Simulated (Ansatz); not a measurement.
`Fc1ccc(F)cc1` + H₂ → `Fc1ccccc1` + H–F at 400 K and 1 bar (hydrogenolysis of a C–F bond).

Gas-phase electronic energies from Ansatz, PBE0-D4/def2-TZVP geometries. CBS: MP2 limit from def2 TZ/QZ plus the TZ coupled-cluster correction, frozen cores. This one scheme is used for every species.

```json
{"species": "`Fc1ccc(F)cc1`", "CCSD(T)/CBS energy (Eh)": "-430.28980", "H − E (kJ/mol)": "252.3", "S (J/(mol·K))": "348.8"}
{"species": "H₂", "CCSD(T)/CBS energy (Eh)": "-1.17544", "H − E (kJ/mol)": "38.0", "S (J/(mol·K))": "139.0"}
{"species": "`Fc1ccccc1`", "CCSD(T)/CBS energy (Eh)": "-331.10865", "H − E (kJ/mol)": "270.2", "S (J/(mol·K))": "332.9"}
{"species": "H–F", "CCSD(T)/CBS energy (Eh)": "-100.39570", "H − E (kJ/mol)": "36.5", "S (J/(mol·K))": "182.2"}
```

H − E and S are ideal-gas, rigid-rotor, harmonic terms from PBE0-D4/def2-TZVP. The MP2-based limit puts H₂ 0.8 mEh under its directly extrapolated value; such offsets cancel only in part. 1 Eh = 2625.50 kJ/mol, R = 8.31446 J/(mol·K).

Q: By hand: ΔE, ΔH, ΔS and ΔG.

A: ΔE = (-331.10865) + (-100.39570) − (-430.28980) − (-1.17544) = -0.03911 Eh = -102.7 kJ/mol. Δ(H − E) = 270.2 + 36.5 − 252.3 − 38.0 = 16.4, so ΔH = -86.3 kJ/mol. ΔS = 332.9 + 182.2 − 348.8 − 139.0 = 27.3 J/(mol·K). ΔG = -86.3 − 400 × (27.3)/1000 = -97.2 kJ/mol.

Q: By hand: the equilibrium constant, and the temperature at which ΔG would vanish if ΔH and ΔS stayed fixed.

A: log₁₀ K = −ΔG/(RT ln 10) = 12.7. ΔH and −TΔS have one sign here, so there is no such temperature.

ΔH outweighs TΔS. A doubt of 5 kJ/mol in ΔE shifts log₁₀ K by 0.7 here. These are equilibria of isolated gas molecules and say nothing of rates. Largest T1 diagnostic: 0.011 (customary marks: 0.02 for closed shells, 0.045 for open ones).
